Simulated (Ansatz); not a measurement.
**The pair ClH···N₂: a pair, distance and turn**

Aim: map the energy of the pair ClH···N₂ over two coordinates, and find its wells, ridges and stiffness.

Method: RHF/def2-TZVPD; program: Ansatz 0.2.0.

### Step 1. The starting structure

4 atoms, charge 0, spin multiplicity 1.

Atoms are counted from 1 here; the program's logs count them from 0.

Bond lengths: Cl1–H2 1.304 Å, N3–N4 1.110 Å.

Geometry (Å):

```xyz
4
ClHN2
Cl   -0.1347    0.2467   -2.3354
H    -0.0571    0.1051   -1.0417
N     0.0676   -0.1229    1.1369
N     0.1244   -0.2288    2.2404
```

### Step 5. Setting up the map

First coordinate, distance N3···Cl1: 15 values from 3.395 to 5.395 Å. Second coordinate, turn of Cl1, H2 about its own atom Cl1: 15 values from −180 to 156 °, periodic.

Nothing else is relaxed (both partners rigid). Energies count from the two partners far apart, frozen as in the relaxed pair, each in its own basis (no counterpoise correction). Points are written as (first, second).

(The set-up runs are not shown.)

### Step 6. Grid point (4.822 Å, 84°)

Input file input.yaml:

```yaml
crystal:
  periodic: [false, false, false]
  atoms:
    - { symbol: Cl, position_ang: [-0.190636, 0.349568, -3.360546] }
    - { symbol: H, position_ang: [-1.103772, 1.184367, -3.08861] }
    - { symbol: "N", position_ang: [0.080817, -0.148401, 1.427984] }
    - { symbol: "N", position_ang: [0.141321, -0.258931, 2.486299] }
basis:
  gaussian: { orbitals: def2-TZVPD }
hamiltonian:
  xc: hf
output:
  forces: true
```

Started as:

```sh
$ ansatz run input.yaml --threads 1 --pin off --max-ram 2560MiB --backend cpu --events-out ev --progress --plain --runs-dir out
```

Further runs follow: the other points that were computed.

Q: Predict the outcome of this session. Wanted: lowest point; highest computed point; dipole moment.

The runs gave:

```
               quantity                                                                          value
           lowest point                                                (4.006 Å, −12°), −0.47 kcal/mol
 highest computed point                                (3.395 Å, −84°), 1.64 kcal/mol above the lowest
      dipole moment (D)  1.11 at (3.395 Å, −180°) to 1.62 at (3.395 Å, −12°); 1.37 at the lowest point
time for the whole task                                               4.8 min on 1 thread, shared host
```

In words: The lowest computed point is at (4.006 Å, −12°), −0.47 kcal/mol from the two partners far apart, frozen as in the relaxed pair, each in its own basis (no counterpoise correction). The grid is coarse, so the lowest point of the scanned range may lie between grid points; coordinates that were held can hide deeper minima. A higher local minimum lies near (4.153 Å, −180°) (0.43 kcal/mol above the lowest at that grid point). The highest computed point, (3.395 Å, −84°), lies 1.64 kcal/mol above the lowest. Round the minimum the two coordinates are nearly uncoupled. No counterpoise correction was made, so wells between separate parts tend to come out somewhat too deep.
